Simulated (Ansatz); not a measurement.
C₆H₁₂, SMILES `C/C=C/C(C)C`, relaxed with RKS PBE0-D4/def2-TZVP in Ansatz from a GFN2-xTB geometry. The force threshold is 0.005 eV/Å; the program also tests the step.

The species carries charge 0 and has multiplicity 1.

Start:

```xyz
18

C     2.197    1.911   -0.183
C     1.393    0.680   -0.442
C     0.208    0.428    0.086
C    -0.597   -0.813   -0.160
C    -1.980   -0.446   -0.700
C    -0.727   -1.612    1.139
H     2.411    2.428   -1.119
H     1.668    2.590    0.480
H     3.152    1.648    0.272
H     1.847   -0.037   -1.115
H    -0.246    1.143    0.761
H    -0.080   -1.431   -0.902
H    -2.562   -1.344   -0.897
H    -1.890    0.118   -1.626
H    -2.519    0.162    0.023
H     0.256   -1.887    1.514
H    -1.231   -1.018    1.899
H    -1.302   -2.520    0.972
```

Problem. By how much does the energy fall, and how many steps does the optimiser take? (An estimate is asked.)

Solution. Computed: 1.69 kJ/mol, in 8 steps.

Problem. Which bonds change most? (An estimate is asked.)

Solution. The calculation gave: C3–H11 from 1.083 to 1.092 Å; C2–H10 from 1.083 to 1.090 Å; C6–H17 from 1.088 to 1.095 Å; C5–H15 from 1.088 to 1.095 Å.

Problem. Give the relaxed structure. (Best estimate.)

Solution. Computed: 
```xyz
18

C     2.196    1.922   -0.200
C     1.389    0.695   -0.454
C     0.225    0.414    0.116
C    -0.591   -0.815   -0.133
C    -1.952   -0.451   -0.719
C    -0.756   -1.624    1.151
H     2.353    2.491   -1.123
H     1.708    2.577    0.524
H     3.190    1.670    0.184
H     1.802   -0.019   -1.167
H    -0.196    1.123    0.832
H    -0.054   -1.433   -0.863
H    -2.550   -1.347   -0.907
H    -1.845    0.094   -1.659
H    -2.513    0.184   -0.026
H     0.212   -1.923    1.557
H    -1.271   -1.033    1.915
H    -1.348   -2.525    0.973
```
